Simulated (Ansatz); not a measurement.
# H2O: the cost of one run

Program: the Python package of Ansatz 0.2.0. Level of theory: r2SCAN/cc-pVDZ. These are calculated values, not measurements.

### 1 The system

Bond lengths: O1–H2 0.969 Å, O1–H3 0.969 Å. Angles: H2–O1–H3 104.0°.

No structure file is read: the coordinates are typed or built in the script.

### 2 The script

File freq.py:

```python
import itertools

import ansatz as az
from ase.data import atomic_numbers, covalent_radii
import numpy as np

geometry_ang = [
    ("O", (0.0073, 0.3977, 0.0)),
    ("H", (-0.767, -0.1849, 0.0)),
    ("H", (0.7597, -0.2129, 0.0)),
]
h2o = az.Crystal.molecule()
for symbol, xyz in geometry_ang:
    h2o = h2o.atom(symbol, xyz)

calculation = (
    h2o.calculation()
    .basis(gaussian="cc-pVDZ")
    .functional("r2SCAN")
)
symbols = [site.symbol for site in h2o.cartesian_sites]
start = np.array([site.position_ang for site in h2o.cartesian_sites], dtype=float)
def progress(event):
    if event["event"] == "relax_step":
        row = event["data"]
        print(f"step {row['step']:3d}  E = {row['lagrangian_ev']:.6f} eV  largest force component {row['allowed_force_max_ev_ang']:.4f} eV/A")


data = calculation.relax(force_tolerance=0.003, max_steps=100).session().plan().execute(on_event=progress).report
end = np.array(data["positions_ang"])

radius = [covalent_radii[atomic_numbers[s]] for s in symbols]
span = lambda where, i, j: np.linalg.norm(where[i] - where[j])
bonded = [(i, j) for i, j in itertools.combinations(range(len(symbols)), 2) if min(span(start, i, j), span(end, i, j)) < 1.2 * (radius[i] + radius[j])]
print("pair        before    after (A)")
for i, j in bonded:
    print(f"{symbols[i]}{i}-{symbols[j]}{j}".ljust(10), f"{span(start, i, j):8.4f} {span(end, i, j):8.4f}")
for first, second in list(itertools.combinations(bonded, 2)):
    shared = set(first) & set(second)
    if shared and symbols[(j := shared.pop())] != "H":
        i, k = sorted((set(first) | set(second)) - {j})
        u, v = end[i] - end[j], end[k] - end[j]
        angle = np.degrees(np.arccos(np.clip(u @ v / np.linalg.norm(u) / np.linalg.norm(v), -1, 1)))
        print(f"final angle {symbols[i]}{i}-{symbols[j]}{j}-{symbols[k]}{k}: {angle:.2f} deg")

minimum = az.Crystal.molecule()
for symbol, place in zip(symbols, end):
    minimum = minimum.atom(symbol, place.tolist())
vibrating = (
    minimum.calculation()
    .basis(gaussian="cc-pVDZ")
    .functional("r2SCAN")
    .phonons(temperatures=(200, 600, 100))
)
vib = vibrating.run().report["vibrations"]
sums = vib["harmonic_sums"]
modes = [m["omega_inv_cm"] for m in sums["modes_at_gamma"] if m["rigid_motion"] == "no"]
print("frequencies (1/cm):", " ".join(f"{w:.0f}" for w in modes))
print("imaginary modes:", sum(w < 0 for w in modes), " zero-point energy:", round(sums["zero_point_energy_ev"], 4), "eV")
print("T (K)   F_vib (eV)   S_vib (meV/K)   C_vib (meV/K)")
for row in zip(sums["temperatures_k"], sums["vibrational_free_energy_ev"], vib["entropy_ev_per_k"], vib["heat_capacity_ev_per_k"]):
    print(f"{row[0]:6.1f} {row[1]:11.4f} {1000 * row[2]:13.4f} {1000 * row[3]:15.4f}")
```

### 3 The run

On the command line:

```bash
python freq.py
```

**Question.** How long does this script take on 1 thread of Arm Neoverse V1, shared host, and how much memory does it need?

About 4.6 s, with a peak of 0.16 GiB.
